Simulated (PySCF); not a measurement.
## Homolysis of chlorotrifluoromethane, bond by bond

Parent: chlorotrifluoromethane, `FC(F)(F)Cl` (CClF3). Non-hydrogen atoms are numbered in `[F:1][C:2]([F:3])([F:4])[Cl:5]`.

These are calculated values, M06-2X/def2-TZVP in PySCF (grid level 3) at geometries from PBE0-D3(BJ)/def2-SVP. Thermal corrections: PBE0-D3(BJ)/def2-SVP frequencies, unscaled, ideal gas at 298.15 K and 1 bar, quasi-RRHO entropy.

| bond | r / Å | radicals | BDE(298 K) / eV | BDFE / eV | D₀ / eV | Dₑ / eV |
| --- | --- | --- | --- | --- | --- | --- |
| C2–Cl5 | 1.760 | `F[C](F)F` + Cl• | 3.77 | 3.32 | 3.73 | 3.81 |
| F1–C2 | 1.319 | F• + `F[C](F)Cl` | 5.34 | 4.84 | 5.29 | 5.42 |

Homolysis to relaxed radicals in the gas phase; the table need not hold every single bond outside rings.

Weakest of these: C2–Cl5 (3.77 eV); strongest: F1–C2 (5.34 eV).

Known limits: spin-orbit coupling is left out of the energies, which matters for open shells on the heavier atoms.

Hardware: 1 thread of Intel Xeon Platinum 8375C @ 2.90GHz, shared with other jobs. Command: `OMP_NUM_THREADS=1 python redox_run.py task.json out`. Structures, frequencies and single points: 3.1 min.
